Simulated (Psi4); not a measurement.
# A workflow on BH2O (SMILES [BH]O)

Wanted: a structure relaxation (UBLYP/def2-TZVP), then vibrational wavenumbers, then the energy (USCS-MP2/aug-cc-pVDZ), then the vertical excitations (TDA-BLYP/def2-TZVP) of BH2O. 

Program for the calculation: Psi4 1.11.

### 1 The system as given

The species is BH2O (4 atoms), meant as a doublet with charge 0. SMILES: `[BH]O`. All atoms were displaced at random from a relaxed shape. The run starts from this shape.

Bond lengths: B1–O2 1.340 Å, O2–H4 0.926 Å. Angles: B1–O2–H4 117.3°. A long bond or contact: B1–H3 1.404 Å.

### 2 A geometry optimisation at UBLYP/def2-TZVP (density fitting) (run 1)

The input, calc.dat:

```
memory 1600 mb

molecule {
  0 2
  B      0.083958    -0.499381     0.376991
  O      0.123137     0.577052    -0.420628
  H     -1.201361    -1.043895     0.526498
  H      0.941610     0.996661    -0.528914
}

set {
  basis        def2-TZVP
  reference    uks
  geom_maxiter 60
}

e_tot, wfn = optimize('blyp', return_wfn=True)
print_variables()
```

On the command line:

```console
$ psi4 -n 1 calc.dat calc.out
```

calc.out:

```text
[...]
  Running in c1 symmetry.
[...]
  Nuclear repulsion =   25.617795137180909
[...]
  Multiplicity = 2
[...]
  Nalpha       = 8
  Nbeta        = 7
[...]
    Number of basis functions: 74
[...]
   @DF-UKS iter   1:  -101.00502652075980   -2.29293e-01   1.08623e-02 ADIIS/DIIS
[...]
   @DF-UKS iter   8:  -101.25399819979911   -1.77636e-12   2.59063e-09 DIIS
[...]
   @S^2 Observed:                7.516387582E-01
[...]
  @DF-UKS Final Energy:  -101.25399819979911
   => Energetics <=
    Nuclear Repulsion Energy =             25.7008449730575954
    One-Electron Energy =                -188.2505658120811916
    Two-Electron Energy =                  74.6312829682308490
    DFT Exchange-Correlation Energy =     -13.3355603290063716
    Empirical Dispersion Energy =           0.0000000000000000
    VV10 Nonlocal Energy =                  0.0000000000000000
    Total Energy =                       -101.2539981997991134
[...]
  -Total Gradient:
     Atom            X                  Y                   Z
    ------   -----------------  -----------------  -----------------
       1       -0.000255181209    -0.000069841492    -0.000012335049
       2       -0.000090615839    -0.000023901911    -0.000010580290
       3        0.000243366976     0.000107873141    -0.000019472777
       4        0.000066532487     0.000025695434     0.000004734150
[...]
```

On the terminal:

```text
Optimizer: Optimization complete!
```

Wall time 63 s (1 thread of Intel Xeon at 2.50GHz (Skylake/Cascade Lake), shared host); peak memory 0.42 GiB.

Step by step:

```
step  energy from the first frame kept (eV)  largest force (eV/Å)
   0                                 0.0000                2.7515
   1                                -0.3574                0.9025
   2                                -0.3713                0.6748
   3                                -0.3778                0.3593
   4                                -0.3798                0.2458
   5                                -0.3807                0.1432
   6                                -0.3812                0.0137
```

After the run. Bond lengths: B1–O2 1.346 Å, B1–H3 1.203 Å, O2–H4 0.974 Å. Angles: B1–O2–H4 115.1°, O2–B1–H3 120.6°.

### 3 The harmonic vibrations at UBLYP/def2-TZVP (density fitting) (run 2)

The input, bh2o.py:

```python
import psi4

psi4.set_memory('1600 MB')
psi4.set_num_threads(1)
psi4.set_output_file('output.dat', False)

mol = psi4.geometry("""
0 2
B      0.06725724    -0.95079302     0.70024557
O      0.26363002     1.10009084    -0.79154202
H     -1.94381765    -1.96191177     1.01645723
H      1.96045857     1.79752261    -0.94098912
units bohr
""")

psi4.set_options({
    'basis': 'def2-TZVP',
    'reference': 'uks',
    't': 298.15,
    'rotational_symmetry_number': 1,
})

e_tot, wfn = psi4.frequencies('blyp', return_wfn=True)
print(f'total energy {e_tot:.8f} hartree = {e_tot * 27.211386:.5f} eV')
print('wavenumbers / cm^-1:', wfn.frequencies().np.round(1))
for k in ('ZPVE', 'ENTHALPY', 'GIBBS FREE ENERGY'):
    print(f'{k}: {psi4.variable(k):.8f} Eh')
```

On the command line:

```console
$ python bh2o.py
```

output.dat:

```text
[...]
  Running in c1 symmetry.
[...]
  Nuclear repulsion =   25.700847029511351
[...]
  Multiplicity = 2
[...]
  Nalpha       = 8
  Nbeta        = 7
[...]
    Number of basis functions: 74
[...]
   @DF-UKS iter   1:  -101.02313562683931   -2.44835e-01   1.05472e-02 ADIIS/DIIS
[...]
   @DF-UKS iter  11:  -101.25399806387045   -6.09646e-12   5.74578e-09 DIIS
[...]
   @S^2 Observed:                7.516384337E-01
[...]
  @DF-UKS Final Energy:  -101.25399806387045
   => Energetics <=
    Nuclear Repulsion Energy =             25.6983581461717563
    One-Electron Energy =                -188.2458717738344092
    Two-Electron Energy =                  74.6288986191714230
    DFT Exchange-Correlation Energy =     -13.3353830553792303
    Empirical Dispersion Energy =           0.0000000000000000
    VV10 Nonlocal Energy =                  0.0000000000000000
    Total Energy =                       -101.2539980638704549
[...]
  -Total Gradient:
     Atom            X                  Y                   Z
    ------   -----------------  -----------------  -----------------
       1       -0.000300908936    -0.000033835724    -0.000043342495
       2       -0.000098462655    -0.000073246522     0.000030143626
       3        0.000165173173     0.000003103755     0.000036558873
       4        0.000198380969     0.000144065766    -0.000061126713
[...]
  ==> Harmonic Vibrational Analysis <==
[...]
  Freq [cm^-1]                 735.6795            844.9333           1067.1916
[...]
  IR activ [km/mol]            62.1403             73.2276             110.8405
[...]
  Freq [cm^-1]                1295.5757           2516.8885           3659.9223
[...]
  IR activ [km/mol]            116.1038            94.4248             94.2559
[...]
  Total E_0, Enthalpy at 0 [K]                                                         -101.23094271 [Eh]
[...]
```

Standard output:

```text
total energy -101.25399820 hartree = -2755.26163 eV
wavenumbers / cm^-1: [ 735.7  844.9 1067.2 1295.6 2516.9 3659.9]
ZPVE: 0.02305549 Eh
ENTHALPY: -101.22696065 Eh
GIBBS FREE ENERGY: -101.25328812 Eh
```

It took 3.1 min on 1 thread of Intel Xeon at 2.50GHz (Skylake/Cascade Lake), shared host; peak memory 0.41 GiB.

### 4 The energy at USCS-MP2/aug-cc-pVDZ (density fitting) (run 3)

The input, job.dat:

```
memory 1600 mb

molecule molecule1 {
  0 2
  B
  O 1 1.346038
  H 1 1.202848 2 120.56701
  H 2 0.974027 1 115.10579 3 179.97721
  units angstrom
}

set globals {
  basis aug-cc-pVDZ
  reference uhf
  freeze_core true
}

e, wfn = energy('scs-mp2', return_wfn=True)
print_variables()
```

On the command line:

```console
$ psi4 -i job.dat -o job.out -n 1
```

job.out:

```text
[...]
  Running in c1 symmetry.
[...]
  Nuclear repulsion =   25.700843827088597
[...]
  Multiplicity = 2
[...]
  Nalpha       = 8
  Nbeta        = 7
[...]
    Number of basis functions: 64
[...]
   @UHF iter   1:  -100.62822451300534   -8.19538e-01   6.42764e-03 DIIS/ADIIS
[...]
   @UHF iter  14:  -100.70198397084877   -1.62004e-12   4.74752e-09 DIIS
[...]
   @S^2 Observed:                7.537065274E-01
[...]
  @UHF Final Energy:  -100.70198397084877
   => Energetics <=
    Nuclear Repulsion Energy =             25.7008438270885975
    One-Electron Energy =                -188.1362750771871788
    Two-Electron Energy =                  61.7334472792498090
    Total Energy =                       -100.7019839708487723
  UHF NO Occupations:
  HONO-2 :    6  A 1.9994455
  HONO-1 :    7  A 1.9989019
[...]
 Multipole Moments:
 ------------------------------------------------------------------------------------
     Multipole            Electronic (a.u.)      Nuclear  (a.u.)        Total (a.u.)
 ------------------------------------------------------------------------------------
 L = 1.  Multiply by 2.5417464519 to convert [e a0] to [Debye]
 Dipole X            :          0.0001164           -0.0003176           -0.0002012
 Dipole Y            :         -0.5841221            0.1391345           -0.4449876
 Dipole Z            :         -0.1068374            0.3583411            0.2515037
 Magnitude           :                                                    0.5111439
[...]
	SCS-MP2 Total Energy (a.u.)        :  -100.96603753963784
	SOS-MP2 Total Energy (a.u.)        :  -100.94367327334020
	SCSN-MP2 Total Energy (a.u.)       :  -100.82006729690032
[...]
	SOS-PI-MP2 Total Energy (a.u.)     :  -100.98395482375544
[...]
	MP2 Total Energy (a.u.)            :  -100.97048452181788
[...]
```

It took 6.3 s on 1 thread of Intel Xeon at 2.50GHz (Skylake/Cascade Lake), shared host; peak memory 0.27 GiB.

### 5 The vertical excitations at TDA-BLYP/def2-TZVP (density fitting, save jk yes) (run 4)

The input, calc.py:

```python
import psi4

psi4.set_memory('1600 MB')
psi4.set_num_threads(1)
psi4.set_output_file('run.log', False)

molecule = psi4.geometry("""
0 2
B      0.06725724    -0.95079302     0.70024557
O      0.26363002     1.10009084    -0.79154202
H     -1.94381765    -1.96191177     1.01645723
H      1.96045857     1.79752261    -0.94098912
units bohr
""")

psi4.set_options(dict(basis='def2-TZVP', reference='uks', save_jk=True))

from psi4.driver.procrouting.response.scf_response import tdscf_excitations
energy_value, wavefunction = psi4.energy('blyp', return_wfn=True)
states = tdscf_excitations(wavefunction, states=6, tda=True)
for k, s in enumerate(states, 1):
    print(f"root {k}: {s['EXCITATION ENERGY'] * 27.211386:.4f} eV  f = {s['OSCILLATOR STRENGTH (LEN)']:.4f}  {s['SYMMETRY']}")
print(f'total energy {energy_value:.8f} hartree = {energy_value * 27.211386:.5f} eV')
for k, v in sorted(psi4.core.scalar_variables().items()):
    print(f'{k:45s} {v:18.10f}')
```

On the command line:

```console
$ python calc.py
```

run.log:

```text
[...]
  Running in c1 symmetry.
[...]
  Nuclear repulsion =   25.700847029511351
[...]
  Multiplicity = 2
[...]
  Nalpha       = 8
  Nbeta        = 7
[...]
    Number of basis functions: 74
[...]
   @DF-UKS iter   1:  -101.02313562681810   -2.44835e-01   1.05472e-02 ADIIS/DIIS
[...]
   @DF-UKS iter   9:  -101.25399820003483   -3.55696e-09   1.66973e-07 DIIS
[...]
   @S^2 Observed:                7.516387881E-01
[...]
  @DF-UKS Final Energy:  -101.25399820003483
   => Energetics <=
    Nuclear Repulsion Energy =             25.7008470295113511
    One-Electron Energy =                -188.2505718798983594
    Two-Electron Energy =                  74.6312878716919386
    DFT Exchange-Correlation Energy =     -13.3355612213397627
    Empirical Dispersion Energy =           0.0000000000000000
    VV10 Nonlocal Energy =                  0.0000000000000000
    Total Energy =                       -101.2539982000348289
[...]
 Multipole Moments:
 ------------------------------------------------------------------------------------
     Multipole            Electronic (a.u.)      Nuclear  (a.u.)        Total (a.u.)
 ------------------------------------------------------------------------------------
 L = 1.  Multiply by 2.5417464519 to convert [e a0] to [Debye]
 Dipole X            :          0.5235284           -0.1090123            0.4145161
 Dipole Y            :          0.0759162            0.2834868            0.3594030
 Dipole Z            :          0.0576881           -0.2356232           -0.1779351
 Magnitude           :                                                    0.5767625
[...]
                                    Excitation Energy         Total Energy        Oscillator Strength             Rotatory Strength
[...]
Excited State    1 (1 A):   0.09721 au   468.70 nm f = 0.0144
[...]
```

On the terminal:

```text
root 1: 2.6453 eV  f = 0.0144  A
root 2: 3.9097 eV  f = 0.0047  A
root 3: 6.0359 eV  f = 0.0251  A
root 4: 6.5072 eV  f = 0.0562  A
root 5: 6.8483 eV  f = 0.0113  A
root 6: 7.1946 eV  f = 0.0046  A
total energy -101.25399820 hartree = -2755.26163 eV
CURRENT ENERGY                                   -101.2539982000
CURRENT REFERENCE ENERGY                         -101.2539982000
DD SOLVATION ENERGY                                 0.0000000000
DFT FUNCTIONAL TOTAL ENERGY                      -101.2539982000
DFT TOTAL ENERGY                                 -101.2539982000
DFT VV10 ENERGY                                     0.0000000000
DFT XC ENERGY                                     -13.3355612213
GRID ELECTRONS ALPHA                                7.9999995078
GRID ELECTRONS BETA                                 6.9999994480
GRID ELECTRONS TOTAL                               14.9999989558
NUCLEAR REPULSION ENERGY                           25.7008470295
ONE-ELECTRON ENERGY                              -188.2505718799
PCM POLARIZATION ENERGY                             0.0000000000
PE ENERGY                                           0.0000000000
SCF ITERATION ENERGY                             -101.2539982000
SCF ITERATIONS                                      9.0000000000
SCF TOTAL ENERGY                                 -101.2539982000
TWO-ELECTRON ENERGY                                74.6312878717
XC GRID RADIAL POINTS                              75.0000000000
XC GRID SPHERICAL POINTS                          302.0000000000
XC GRID TOTAL POINTS                            88180.0000000000
```

Wall time 33 s (1 thread of Intel Xeon at 2.50GHz (Skylake/Cascade Lake), shared host); peak memory 0.39 GiB.

The roots found:

```
excited state  energy (eV)  strength  label
            1        2.645    0.0144    A 1
            2        3.910    0.0047    A 1
            3        6.036    0.0251    A 1
            4        6.507    0.0562    A 1
            5        6.848    0.0113    A 1
            6        7.195    0.0046    A 1
```

### 6 Outcome

```
                                                                               quantity             value
                                        run 1, UBLYP/def2-TZVP: total energy at the end     -101.25400 Eh
                                                  run 1, UBLYP/def2-TZVP: dipole moment            1.47 D
                             run 1, UBLYP/def2-TZVP: HOMO energy (highest over α and β)          -4.21 eV
                              run 1, UBLYP/def2-TZVP: LUMO energy (lowest over α and β)          -2.26 eV
                                                           run 1, UBLYP/def2-TZVP: ⟨S²⟩             0.752
                                     run 2, UBLYP/def2-TZVP: lowest harmonic wavenumber          736 cm⁻¹
                                    run 2, UBLYP/def2-TZVP: highest harmonic wavenumber         3660 cm⁻¹
                                              run 2, UBLYP/def2-TZVP: zero-point energy       60.5 kJ/mol
      run 2, UBLYP/def2-TZVP: ideal-gas entropy at 298.15 K (symmetry number 1 as used)  55.4 cal/(mol K)
                                              run 3, USCS-MP2/aug-cc-pVDZ: total energy     -100.96604 Eh
run 3, USCS-MP2/aug-cc-pVDZ: HOMO energy (Hartree–Fock orbitals) (highest over α and β)          -9.17 eV
 run 3, USCS-MP2/aug-cc-pVDZ: LUMO energy (Hartree–Fock orbitals) (lowest over α and β)           0.88 eV
               run 3, USCS-MP2/aug-cc-pVDZ: correlation energy (2 core orbitals frozen)        -264.1 mEh
                         run 3, USCS-MP2/aug-cc-pVDZ: ⟨S²⟩ of the reference determinant             0.754
                           run 4, TDA-BLYP/def2-TZVP: ground-state or mean-field energy     -101.25400 Eh
                      run 4, TDA-BLYP/def2-TZVP: dipole moment (BLYP Kohn–Sham density)            1.47 D
run 4, TDA-BLYP/def2-TZVP: HOMO energy (BLYP Kohn–Sham orbitals) (highest over α and β)          -4.21 eV
 run 4, TDA-BLYP/def2-TZVP: LUMO energy (BLYP Kohn–Sham orbitals) (lowest over α and β)          -2.26 eV
                           run 4, TDA-BLYP/def2-TZVP: ⟨S²⟩ of the reference determinant             0.752
                                    run 4, TDA-BLYP/def2-TZVP: lowest excitation energy           2.65 eV
```

The optimisation (run 1, UBLYP/def2-TZVP) took 7 steps and changed the energy by -0.381 eV. All 6 modes (run 2, UBLYP/def2-TZVP) are real, so the shape is a minimum at this level. The brightest of the 6 transitions from the ground state lies at 6.51 eV (191 nm, f = 0.056); the lowest, at 2.65 eV, has f = 0.014. Roots above 4.2 eV lie over the negative of the HOMO energy, where those of Rydberg kind are poorly described; valence roots are less touched.
